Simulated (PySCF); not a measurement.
# amide anion (NH2−): electronic excitations and core binding energies

Aim: predict the electronic excitations and core binding energies of amide anion (NH2−) (`[NH2-]`).

Programs: PySCF 2.14.0, with density-fitted response routines of our own. Each step states its level of theory. These are calculated values for one molecule in the gas phase, unless marked as measured. Atoms count from 0, in the outputs and in this text.

### Step 1. The molecule as given

3 atoms, charge -1, multiplicity 1; geometry from: GFN2-xTB.

Bonds of the start (Å): N0–H1 1.05, N0–H2 1.05.

### Step 2. Ultraviolet spectrum: B3LYP/def2-SVPD

What the job is given:

```
{"job": {"kind": "uv", "xc": "B3LYP", "basis": "def2-SVPD", "nstates": 8, "ntriplets": 3}, "charge": -1, "multiplicity": 1}
N      0.004885     0.445774    -0.002472
H     -0.807996    -0.222207    -0.011376
H      0.814592    -0.226105     0.001294
```

Method: TDDFT B3LYP/def2-SVPD, vertical, gas phase, core orbitals frozen in the response.

**Question.** This job is followed by: delta-SCF UKS SCAN, pcX-2 on the ionised atom, pcseg-1 elsewhere, spin-free X2C. What will the session give for the following? lowest singlet (B3LYP/def2-SVPD); brightest single state of those computed; lowest triplet; N1s binding energies, SCAN/pcX-2.

As calculated:

```
                                quantity                        value
        lowest singlet (B3LYP/def2-SVPD)  3.36 eV (369 nm), f = 0.042
brightest single state of those computed  state 3, 5.50 eV, f = 0.125
                          lowest triplet                      2.95 eV
        N1s binding energies, SCAN/pcX-2                 N0 394.98 eV
```

The lowest singlet, at 3.36 eV, is HOMO→LUMO 1.00 and is weak; of the 8 states computed, the strongest absorption comes from state 3 at 5.50 eV. The lowest triplet lies 0.41 eV below the lowest singlet (triplets in Tamm-Dancoff, singlets in full TDDFT). The lowest singlet lies above −ε(HOMO); no detachment energy was computed, so the anion's states may not be bound. At B3LYP/def2-SVPD the HOMO lies above zero (+2.41 eV), as often for anions in the gas phase: self-interaction error lifts it, or the electron is held by the finite basis alone; counter-ions and solvent are missing.
